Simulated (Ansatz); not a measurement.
Born–Oppenheimer molecular dynamics of CH4 + H2 (7 atoms, charge 0, multiplicity 1). It goes on from the last frame of an earlier run, with new velocities.

Level of theory: RKS B3LYP/6-31G* (Ansatz).

```json
{
 "ensemble": "NVE (velocity Verlet)",
 "time step": "1 fs",
 "steps asked": "266",
 "starting velocities drawn for": "400 K",
 "masses": "H 3.016 u",
 "seed": "586102"
}
```

First frame:

```xyz
7
Properties=species:S:1:pos:R:3
C -0.026 0.100 -1.233
H -0.886 -0.210 -1.863
H 0.750 -0.634 -1.490
H -0.271 -0.012 -0.159
H 0.282 1.088 -1.407
H 0.075 -0.742 2.960
H -0.607 -0.936 3.294
```

How far do the bonds stretch over the last three quarters of this one trajectory? (Pairs bonded in most of those frames.)


```
 bond  mean (Å)  spread (Å)  shortest  longest
C1–H2     1.103       0.057      1.01     1.20
C1–H3     1.095       0.021      1.05     1.14
C1–H4     1.097       0.032      1.04     1.15
C1–H5     1.099       0.045      1.02     1.18
H6–H7     0.746       0.027      0.71     0.78
```

Mean temperature of the second half: 293 K. The conserved energy stayed within 0.81 meV per atom of its start (net change -0.1 meV per atom), so the integration is sound. A run of 0.27 ps of so small a system gives no equilibrium averages.

The run took 2.5 min on 1 thread of Intel(R) Xeon(R) Platinum 8375C CPU @ 2.90GHz (Ice Lake), with other jobs on the host, peak memory 0.093 GiB.
